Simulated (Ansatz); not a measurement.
# AlH4NO: a dynamics run in two tries

Wanted: a short trajectory, and a check that the input is sound.

Program: Ansatz 0.2.0. Level of theory: UKS PBE0/def2-SVP. These are calculated values, not measurements.

## Step 1: The starting structure

Bond lengths: Al1–O2 2.179 Å, Al1–N3 1.726 Å, Al1–H5 1.532 Å, O2–H6 0.955 Å, N3–H7 1.011 Å. Angles: Al1–O2–H6 128.6°, O2–Al1–N3 80.1°, O2–Al1–H5 117.4°, N3–Al1–H5 162.5°, Al1–N3–H7 133.6°.

Coordinates:

```xyz
7

Al   -0.9170    0.1017    0.4478
O     1.0894   -0.7400    0.5726
N    -0.2527    0.7003   -1.0282
H     0.7248    0.0608   -0.3626
H    -1.8748   -0.1864    1.6077
H     1.4168   -1.5574    0.2020
H    -0.1866    1.6211   -1.4393
```

## Step 2: First try

The input, input.yaml:

```yaml
crystal:
  periodic: [false, false, false]
  atoms:
    - { symbol: Al, position_ang: [-0.917, 0.1017, 0.4478] }
    - { symbol: O, position_ang: [1.0894, -0.74, 0.5726] }
    - { symbol: "N", position_ang: [-0.2527, 0.7003, -1.0282] }
    - { symbol: H, position_ang: [0.7248, 0.0608, -0.3626] }
    - { symbol: H, position_ang: [-1.8748, -0.1864, 1.6077] }
    - { symbol: H, position_ang: [1.4168, -1.5574, 0.202] }
    - { symbol: H, position_ang: [-0.1866, 1.6211, -1.4393] }
magnetization:
  spin_polarized: true
basis:
  gaussian: { orbitals: def2-SVP }
hamiltonian:
  xc: pbe0
md:
  timestep: -0.5
  n_steps: 25
  ensemble: nve
  temperature: 100.0
  initial_velocities: maxwell_boltzmann
  seed: 880578
```

Run with:

```
> ansatz run input.yaml --threads 1 --pin off --max-ram 2048MiB --backend cpu --events-out ev --progress --plain --runs-dir out
```

What does the calculation give? Wanted: first try.

As calculated:

```
 quantity                      value
first try                    refused
    cause  the time step is negative
```

What this shows: The fault in the first input was caught at the input check and cost nothing.
